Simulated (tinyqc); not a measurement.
Inside a calculation. Method: MP2 on RHF in the sto-6g basis, frozen core, for LiH, spin multiplicity 1. One step of it, computed by the program tinyqc.

Task: Orthogonalisation. S = U s U^T; symmetric (Loewdin) form X = U s^(-1/2) U^T, so that X^T S X = 1.

overlap S, lower triangle:
```
           1Li 1s    1Li 2s   1Li 2px   1Li 2py   1Li 2pz     2H 1s
1Li 1s   1.000000
1Li 2s   0.235742  1.000000
1Li 2px  0.000000  0.000000  1.000000
1Li 2py  0.000000  0.000000  0.000000  1.000000
1Li 2pz  0.000000  0.000000  0.000000  0.000000  1.000000
2H 1s    0.027158  0.296157  0.000000  0.000000  0.414070  1.000000
```

Give: eigenvalues of S; X.

Result:

eigenvalues of S: 0.4772  0.8082  1.0000  1.0000  1.1765  1.5382

X, lower triangle:
```
          1Li 1s   1Li 2s  1Li 2px  1Li 2py  1Li 2pz   2H 1s
1Li 1s    1.0223
1Li 2s   -0.1269   1.0646
1Li 2px   0.0000   0.0000   1.0000
1Li 2py   0.0000   0.0000   0.0000   1.0000
1Li 2pz  -0.0065   0.0586   0.0000   0.0000   1.0799
2H 1s     0.0170  -0.1823   0.0000   0.0000  -0.2497  1.1214
```
